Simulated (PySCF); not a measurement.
# AlH3 (SMILES [H][Al]([H])[H]) at SVWN5/6-31G

What is the energy change on altering one bond length of AlH3 at SVWN5/6-31G? Input form: a Python script.

The results are computed with PySCF 2.14.0.

8 further runs of the same task are left out: 8 set aside as unsound or not needed.

### 1 The system as given

AlH3 has 4 atoms, charge 0, and is taken as a singlet. SMILES: `[H][Al]([H])[H]`. Geometry: a GFN2-xTB relaxation, a rough one for these elements and not checked as a minimum.

Bond lengths: Al1–H2 1.553 Å, Al1–H3 1.553 Å, Al1–H4 1.553 Å. Angles: H2–Al1–H3 120.0°, H2–Al1–H4 120.0°, H3–Al1–H4 120.0°.

### 2 The energy at SVWN5/6-31G

File run.py:

```python
# AlH3
from pyscf import gto, dft

mol = gto.M(
    atom=[
    ('Al', (-0.000010, -0.000020, 0.000020)),
    ('H', (1.552650, -0.030520, 0.014610)),
    ('H', (-0.749810, 1.359840, -0.019120)),
    ('H', (-0.802830, -1.329300, 0.004480)),
],
    verbose=3,
    charge=0,
    max_memory=1860,
    spin=0,
    basis='6-31g',
)

ks = dft.RKS(mol)
ks.xc = 'svwn'
ks.conv_tol = 1e-10
ks.grids.level = 5
ks.kernel()
if not ks.converged:
    ks = ks.newton().run(ks.mo_coeff, ks.mo_occ)

e_tot = ks.e_tot
print('Final energy', e_tot)
```

Launch:

```console
OMP_NUM_THREADS=1 python run.py
```

The log of the run:

```text
converged SCF energy = -243.05622903459
Final energy -243.05622903459047
```

It took 1.6 s on 1 thread of Arm Neoverse V1, shared host; peak memory 0.13 GiB.

### 3 The distorted shape at the same level

File run.py:

```python
from pyscf import gto, dft

mol = gto.M(
    atom=[
    ('Al', (-0.776298, 0.015229, -0.007275)),
    ('H', (1.552650, -0.030520, 0.014610)),
    ('H', (-1.526098, 1.375089, -0.026415)),
    ('H', (-1.579118, -1.314051, -0.002815)),
],
    max_memory=1860,
    verbose=3,
    basis='6-31g',
)

mf = dft.RKS(mol, xc='svwn')
mf.grids.level = 5
mf.conv_tol = 1e-10
mf.kernel()
if not mf.converged:
    mf = mf.newton().run(mf.mo_coeff, mf.mo_occ)

energy = mf.e_tot
print('E(%s) = %.9f' % ('SVWN5', energy))
```

Launch:

```console
OMP_NUM_THREADS=1 python run.py
```

The log of the run:

```text
converged SCF energy = -243.006863844863
E(SVWN5) = -243.006863845
```

Wall time 1.5 s (1 thread of Arm Neoverse V1, shared host); peak memory 0.14 GiB.

### 4 Outcome

Level: SVWN5/6-31G.

```
                                                          quantity          value
                                         first shape: total energy  -243.05623 Eh
                                        first shape: dipole moment         0.00 D
                                          first shape: HOMO energy       -7.41 eV
                                          first shape: LUMO energy       -2.78 eV
                                        first shape: HOMO–LUMO gap        4.63 eV
                                     distorted shape: total energy  -243.00686 Eh
                                    distorted shape: dipole moment         1.35 D
                                      distorted shape: HOMO energy       -6.25 eV
                                      distorted shape: LUMO energy       -3.05 eV
                                    distorted shape: HOMO–LUMO gap        3.19 eV
energy change with the Al1–H2 bond stretched from 1.553 to 2.330 Å       1.343 eV
```

**Reading.** One bond (distorted shape) is far stretched, which a spin-restricted single reference describes badly; a broken-symmetry solution may lie lower. With the Al1–H2 bond stretched from 1.553 to 2.330 Å the energy rises by 1.34 eV (130 kJ/mol). The first shape isn't relaxed at this level, so the change isn't measured from a minimum. A restricted reference can't describe the breaking bond well at this length. Mulliken charges (first shape) run from -0.12 on H2 to +0.37 on Al1.
